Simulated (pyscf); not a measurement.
## Multi-bond step: `[F][SiH]([F])[O][SiH3]` + `[FH]` + `[OH2]` → `[F][SiH]([F])[F]` + `[OH][SiH3]` + `[OH2]`

Gas phase, singlet surface, charge 0. Bonds broken: Si2–O4, H10–F11, H12–O13. Bonds formed: Si2–F11, O4–H12, H10–O13. Single points on ωB97X-D3(BJ)/def2-SVP structures (PySCF, gas phase).

Transition state (Å):

```xyz
14

F     -0.3328    -0.6241     2.0113
Si    -1.4715    -0.0093     0.9944
F     -1.6122    -1.3893     0.0545
O     -0.5630     0.7610    -0.2852
Si    -0.4001     0.0408    -1.8251
H     -2.9110     0.0696     1.2899
H      0.4433    -1.1781    -1.7692
H     -1.7319    -0.2081    -2.4228
H      0.3169     1.0807    -2.6176
H     -0.0038     1.9532     1.7417
F     -1.3111     1.5482     1.8896
H      0.4398     1.4731     0.3722
O      0.9221     1.9173     1.2333
H      1.3852     1.1769     1.6621
```

One imaginary mode, 259i cm⁻¹; descent along it reached the two sides named, in the forms told below.

```tsv
bond	change	reactant side (Å)	saddle	product side
Si2–O4	breaks	1.664	1.748	1.826
H10–F11	breaks	0.985	1.377	1.792
H12–O13	breaks	0.974	1.082	1.515
Si2–F11	forms	2.242	1.804	1.700
O4–H12	forms	2.019	1.395	1.028
H10–O13	forms	1.491	1.057	0.979
```

Electronic energies relative to the separated reactants (kcal/mol):

| level | barrier | reaction energy | reverse barrier |
|---|---|---|---|
| ωB97X-D3(BJ)/def2-TZVP | -3.9 | -3.1 | -0.8 |
| PBE/def2-TZVP | -6.2 | -6.5 | 0.2 |
| r²SCAN/def2-TZVP | -8.3 | -5.7 | -2.5 |
| B3LYP-D3(BJ)/def2-TZVP | -3.4 | -4.2 | 0.9 |
| PBE0-D3(BJ)/def2-TZVP | -6.2 | -4.2 | -2.0 |
| M06-2X/def2-TZVP | -6.2 | -3.8 | -2.4 |
| ωB97M-D3(BJ)/def2-TZVP | -3.9 | -4.8 | 0.9 |
| HF/def2-TZVP | 21.1 | -4.5 | 25.5 |

With ωB97M-D3(BJ)/def2-TZVP energies and thermal terms (ideal gas, 1 atm, RRHO with modes under 100 cm⁻¹ raised to 100, one conformer, R ln 2 for rigid chiral ones), in kcal/mol:

```tsv
T (K)	ΔH‡	ΔG‡	ΔH	ΔG
298	-2.5	20.4	-4.8	-5.7
600	-2.7	43.7	-5.4	-6.4
900	-1.9	66.8	-5.8	-6.8
1200	-0.5	89.4	-6.1	-7.1
```

On the reactant side the descent ends in a bound adduct, 12.4 kcal/mol under the separated species and 8.6 kcal/mol under the saddle at ωB97X-D3(BJ)/def2-TZVP. On the product side the descent ends in an adduct with a O–Si contact, 8.9 kcal/mol under the separated species and 8.1 kcal/mol under the saddle at ωB97X-D3(BJ)/def2-TZVP. At ωB97X-D3(BJ), PBE, r²SCAN, B3LYP-D3(BJ), PBE0-D3(BJ), M06-2X, ωB97M-D3(BJ) the saddle lies under the separated reactants, which points to a path from their complex (located at ωB97X-D3(BJ) alone). At ωB97X-D3(BJ), r²SCAN, PBE0-D3(BJ), M06-2X the saddle lies under the separated products, which points to a path from their complex (located at ωB97X-D3(BJ) alone). What is counted as broken (O–Si) persists as a longer contact in the product adduct; parting that adduct is a step of its own. One saddle was located; it need not be the lowest between these sides.
